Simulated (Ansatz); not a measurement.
Input file:

```yaml
crystal:
  periodic: [false, false, false]
  atoms:
    - {symbol: Co, position_ang: [0.000000, 0.000000, 0.000000]}
    - {symbol: C, position_ang: [0.000000, 0.000000, 1.616400]}
basis:
  gaussian: {orbitals: def2-SVP}
total_charge: 1
magnetization: {spin_polarized: false, initial_magnetization: 1}
correlation: {method: ccsd_t, electrons: outside_noble_gas}
scf: {lower_state_search: off}
```

```sh
$ ansatz run in.yaml --threads 1 --pin off --events-out ev --progress --plain --max-ram 2393MiB
```

Problem. One thing in this input was set wrong on purpose, beside settings that are merely unusual. What is the gravest fault, and what does the program do?

Solution. Multiplicity of wrong parity. How the run ends: refused.
```
Error: a molecule whose nuclei and cores have a total charge of 33 cannot have a net charge of 1 together with 1 unpaired electrons
```
